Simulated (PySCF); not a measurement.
## Excitation energies in several basis sets

Species: CH₃N.
Structure used (PBE0-D3(BJ)/def2-SVP), in Å, numbered top down from 1:
```
atom  x, y, z in Å
C1    -0.2940    0.0596    0.2434
N2     0.3827   -0.6724   -0.5341
H3    -1.1749   -0.3669    0.7509
H4    -0.0803    1.1217    0.4707
H5     1.1665   -0.1421   -0.9309
```

TDDFT with PBE0 (PySCF), vertical singlets, core orbitals frozen in the response, spherical d and f functions. Geometry: PBE0-D3(BJ)/def2-SVP; no solvent, vibrations or thermal averaging.

```
      basis  functions  diffuse  S1 (eV)  S2 (eV)  S3 (eV)  S4 (eV)  S5 (eV)  LUMO (eV)  α (au)
     6-31G*         34       no     5.39     8.77     9.32     9.56    10.04       0.02    16.6
    6-31+G*         42      yes     5.25     6.97     7.76     8.20     8.65      -0.53    19.7
   def2-SVP         43       no     5.25     8.05     9.13     9.24     9.43      -0.15    17.2
  def2-SVPD         64      yes     5.15     7.35     8.33     8.86     9.09      -0.55    21.9
aug-cc-pVDZ         73      yes     5.15     6.64     7.29     7.72     8.36      -0.62    22.7
  def2-TZVP         80       no     5.21     7.69     8.75     8.90     9.25      -0.47    20.4
 def2-TZVPD        101      yes     5.16     7.00     7.84     8.68     8.70      -0.58    22.7
aug-cc-pVTZ        161      yes     5.14     6.64     7.28     7.66     8.25      -0.64    23.0
```

**Question.** Compare the sets with the largest diffuse one.

**Answer.** States are compared by their number. Against the largest diffuse basis here (aug-cc-pVTZ, itself not a converged limit), sets without diffuse functions differ by up to 0.25 eV in S1 and 1.79 eV in S5; the smaller diffuse sets differ by up to 0.11 and 0.84 eV. State by state, the largest deviation of a set without diffuse functions is S1 0.25, S2 2.13, S3 2.04, S4 1.90, S5 1.79 eV. The same number needn't mean the same state in each row. Against aug-cc-pVTZ the polarisability deviates by -28% in 6-31G*, -14% in 6-31+G*, -25% in def2-SVP, -5% in def2-SVPD, -1% in aug-cc-pVDZ, -11% in def2-TZVP, -1% in def2-TZVPD. A single + in a Pople set puts diffuse functions on heavy atoms only.
